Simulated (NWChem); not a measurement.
# BHF2 (SMILES FBF): levels of theory compared

We compute a comparison of 6 runs (HF/3-21G, HF/def2-TZVPP, B3LYP/6-31G*, BP86/cc-pVDZ, BP86/pcseg-1, wB97X/pcseg-2) of BHF2. 

Program for the calculation: NWChem 7.3.0.

1 further run of the same task is left out (set aside as unsound or not needed).

**1. The structure to begin with**

The species is BHF2 (4 atoms), meant as a singlet with charge 0. SMILES: `FBF`. The coordinates come from a PBE0-D4/def2-TZVP relaxation.

Bond lengths: F1–B2 1.313 Å, B2–F3 1.313 Å, B2–H4 1.191 Å. Angles: F1–B2–F3 118.1°, F1–B2–H4 121.0°, F3–B2–H4 121.0°.

**2. Energy and forces at HF/3-21G (run 1)**

Contents of job.nw:

```
START job
memory 2200 mb
charge 0

GEOMETRY units angstroms noautosym nocenter noautoz
   F      1.154300     0.456900    -0.361900
   B     -0.001900    -0.031000     0.025200
   F     -1.095400     0.528700    -0.438900
   H     -0.057000    -0.954600     0.775600
END

BASIS "ao basis" spherical bse
   * library 3-21G
END

SCF
   thresh 1e-08
   maxiter 80
   noprint "final vectors analysis"
END

TASK scf gradient
```

Started as:

```bash
$ nwchem job.nw > job.out
```

Standard output:

```text
[...]
  functions       =    29
[...]
  wavefunction    = RHF
[...]
         Total SCF energy =   -223.059759622332
      One-electron energy =   -433.504995424731
      Two-electron energy =    148.556676560106
 Nuclear repulsion energy =     61.888559242293
        Time for solution =      0.2s
[...]
                         RHF ENERGY GRADIENTS
    atom               coordinates                        gradient
                 x          y          z           x          y          z
   1 F       2.181311   0.863416  -0.683892   -0.023278  -0.010772   0.008563
   2 B      -0.003590  -0.058582   0.047621    0.001717   0.030632  -0.024884
   3 F      -2.070006   0.999098  -0.829401    0.022007  -0.012262   0.010150
   4 H      -0.107714  -1.803932   1.465671   -0.000447  -0.007598   0.006171
[...]
```

Run time: 0.82 s. Hardware: 1 thread of Intel Xeon Platinum 8488C (Sapphire Rapids), shared host; peak memory 0.099 GiB.

**3. Energy and forces at HF/def2-TZVPP (run 2)**

Contents of input.nw:

```
START input
TITLE "BF2H"
memory 2200 mb
charge 0

GEOMETRY units au noautosym nocenter noautoz
F    2.18131087   0.86341587  -0.68389188
B   -0.00359048  -0.05858151   0.04762110
F   -2.07000600   0.99909820  -0.82940080
H   -0.10771439  -1.80393256   1.46567158
END

BASIS spherical bse
* library def2-TZVPP
END

SCF
thresh 1e-08
maxiter 80
print medium
END

TASK scf gradient
```

Started as:

```bash
$ nwchem input.nw > input.out
```

Standard output:

```text
[...]
  functions       =   107
[...]
  wavefunction    = RHF
[...]
         Total SCF energy =   -224.366099975058
      One-electron energy =   -435.328104841115
      Two-electron energy =    149.073450173022
 Nuclear repulsion energy =     61.888554693035
        Time for solution =     14.0s
[...]
                         RHF ENERGY GRADIENTS
    atom               coordinates                        gradient
                 x          y          z           x          y          z
   1 F       2.181311   0.863416  -0.683892    0.012712   0.004656  -0.003682
   2 B      -0.003590  -0.058582   0.047621   -0.000430  -0.005861   0.004767
   3 F      -2.070006   0.999098  -0.829401   -0.012036   0.005416  -0.004504
   4 H      -0.107714  -1.803933   1.465672   -0.000246  -0.004210   0.003419
[...]
```

It took 20 s on 1 thread of Intel Xeon Platinum 8488C (Sapphire Rapids), shared host; peak memory 0.12 GiB.

Runs 3 to 4 aren't shown in full; the table further down has their settings and results.

**4. Energy and forces at BP86/pcseg-1 (run 5)**

Contents of input.nw:

```
start input
title "BF2H gradient"
memory stack 880 mb heap 220 mb global 1100 mb

geometry units angstrom noautosym nocenter noautoz
F      1.154300     0.456900    -0.361900
B     -0.001900    -0.031000     0.025200
F     -1.095400     0.528700    -0.438900
H     -0.057000    -0.954600     0.775600
end

basis "ao basis" spherical bse
* library pcseg-1
end

dft
xc becke88 perdew86
mult 1
grid xfine
convergence energy 1e-08
maxiter 100
mulliken
end

task dft gradient
```

Started as:

```bash
$ nwchem input.nw > input.out
```

Standard output:

```text
[...]
          Wavefunction type:  closed shell.
          No. of atoms     :     4
          No. of electrons :    24
[...]
          Charge           :     0
          Spin multiplicity:     1
[...]
          AO basis - number of functions:    47
[...]
              XC Information
              --------------
                    Becke 1988 Exchange Functional  1.000
                Perdew 1981 Correlation Functional  1.000 local
                Perdew 1986 Correlation Functional  1.000 non-local
[...]
 d= 0,ls=0.0,diis     1   -225.1162811014 -2.87D+02  2.65D-02  7.02D-01     0.7
[...]
 d= 0,ls=0.0,diis     7   -225.1956413326 -4.63D-09  9.39D-06  1.18D-07     4.0
         Total DFT energy =     -225.195641332615
      One electron energy =     -434.843326203187
           Coulomb energy =      173.130988488135
    Exchange-Corr. energy =      -25.371862859856
 Nuclear repulsion energy =       61.888559242293
[...]
      Total Density - Mulliken Population Analysis
     ---------------------------------------------
    Atom       Charge   Shell Charges
 -----------   ------   -------------------------------------------------------
    1 F    9     9.19   2.00  0.95  0.94  3.44  1.85  0.01
    2 B    5     4.53   1.99  0.63  0.15  1.44  0.17  0.14
    3 F    9     9.19   2.00  0.95  0.94  3.45  1.85  0.01
    4 H    1     1.09   0.78  0.30  0.01
[...]
  wavefunction    = closed shell
                         DFT ENERGY GRADIENTS
    atom               coordinates                        gradient
                 x          y          z           x          y          z
   1 F       2.181311   0.863416  -0.683892   -0.016006  -0.006079   0.004809
   2 B      -0.003590  -0.058582   0.047621    0.000339   0.008554  -0.006947
   3 F      -2.070006   0.999098  -0.829401    0.015378  -0.007147   0.005936
   4 H      -0.107714  -1.803932   1.465671    0.000289   0.004673  -0.003798
[...]
```

It took 5.7 s on 1 thread of Intel Xeon Platinum 8488C (Sapphire Rapids), shared host; peak memory 0.12 GiB.

**5. Energy and forces at wB97X/pcseg-2 (run 6)**

Contents of bf2h.nw:

```
start bf2h
memory 2200 mb

geometry noautosym nocenter noautoz
F      1.154300     0.456900    -0.361900
B     -0.001900    -0.031000     0.025200
F     -1.095400     0.528700    -0.438900
H     -0.057000    -0.954600     0.775600
end

basis spherical bse
F library pcseg-2
B library pcseg-2
H library pcseg-2
end

dft
xc wb97x
mult 1
grid fine
convergence energy 1e-08
iterations 100
mulliken
print medium
end

task dft gradient
```

Started as:

```bash
$ nwchem bf2h.nw > bf2h.out
```

Standard output:

```text
[...]
          Wavefunction type:  closed shell.
          No. of atoms     :     4
          No. of electrons :    24
[...]
          Charge           :     0
          Spin multiplicity:     1
[...]
          AO basis - number of functions:   104
[...]
              XC Information
              --------------
                       wb97x  Method XC Functional
                     Hartree-Fock (Exact) Exchange  1.000
                         wb97x Exchange Functional  1.000
                      wb97x Correlation Functional  1.000
[...]
 d= 0,ls=0.0,diis     1   -225.2224175330 -2.87D+02  5.80D-03  6.70D-01     5.7
[...]
 d= 0,ls=0.0,diis     8   -225.2950272250 -1.03D-09  1.91D-07  1.73D-09    45.5
         Total DFT energy =     -225.295027224984
      One electron energy =     -435.229028269357
           Coulomb energy =      173.421861277207
    Exchange-Corr. energy =      -25.376419475127
 Nuclear repulsion energy =       61.888559242293
[...]
      Total Density - Mulliken Population Analysis
     ---------------------------------------------
    Atom       Charge   Shell Charges
 -----------   ------   -------------------------------------------------------
    1 F    9     9.31   2.00  0.64  0.92  0.37  2.39  2.24  0.73  0.00  0.01  0.00
    2 B    5     4.33   2.00  0.48  0.21  0.04  0.97  0.40  0.01  0.04  0.17  0.02
    3 F    9     9.31   2.00  0.64  0.92  0.37  2.39  2.24  0.73  0.00  0.01  0.00
    4 H    1     1.06   0.43  0.49  0.13  0.00  0.01  0.00
[...]
  wavefunction    = closed shell
[...]
                         DFT ENERGY GRADIENTS
    atom               coordinates                        gradient
                 x          y          z           x          y          z
   1 F       2.181311   0.863416  -0.683892   -0.002947  -0.001202   0.000951
   2 B      -0.003590  -0.058582   0.047621    0.000123   0.003311  -0.002686
   3 F      -2.070006   0.999098  -0.829401    0.002861  -0.001417   0.001174
   4 H      -0.107714  -1.803932   1.465671   -0.000037  -0.000692   0.000561
[...]
```

Run time: 88 s. Hardware: 1 thread of Intel Xeon Platinum 8488C (Sapphire Rapids), shared host; peak memory 0.11 GiB.

**6. The series**

| run | level | iteration cap | module | energy (Eh) | dipole moment (D) | largest force (eV/Å) | wall time |
| --- | --- | --- | --- | --- | --- | --- | --- |
| 1 | HF/3-21G | 80 | scf | -223.059760 | 1.20 | 2.031 | 0.82 s |
| 2 | HF/def2-TZVPP | 80 | scf | -224.366100 | 1.14 | 0.721 | 20 s |
| 3 | B3LYP/6-31G* (spherical functions) | 100 | dft | -225.242163 | 0.67 | 0.360 | 5.7 s |
| 4 | BP86/cc-pVDZ | 100 | dft | -225.240242 | 0.63 | 1.178 | 9.3 s |
| 5 | BP86/pcseg-1 | 100 | dft | -225.195641 | 0.77 | 0.924 | 5.7 s |
| 6 | wB97X/pcseg-2 | 100 | dft | -225.295027 | 0.95 | 0.219 | 88 s |

**7. Outcome**

| quantity | value |
| --- | --- |
| run 6: total energy | -225.29503 Eh |
| run 6: dipole moment | 0.95 D |
| run 6: HOMO energy | -13.45 eV |
| run 6: LUMO energy | 1.91 eV |
| run 6: HOMO–LUMO gap | 15.36 eV |
| run 6: largest force on an atom | 0.219 eV/Å |

The dipole moment (its size) runs from 0.63 D (BP86/cc-pVDZ) to 1.20 D (HF/3-21G). The two ends differ in method and basis. Over runs 2, 3, 4, 5, 6 the HOMO–LUMO gap runs from 7.85 eV (BP86/cc-pVDZ) to 18.12 eV (HF/def2-TZVPP). Totals of different functionals can't be ranked against each other. All runs together took 2.2 min, the longest 88 s.
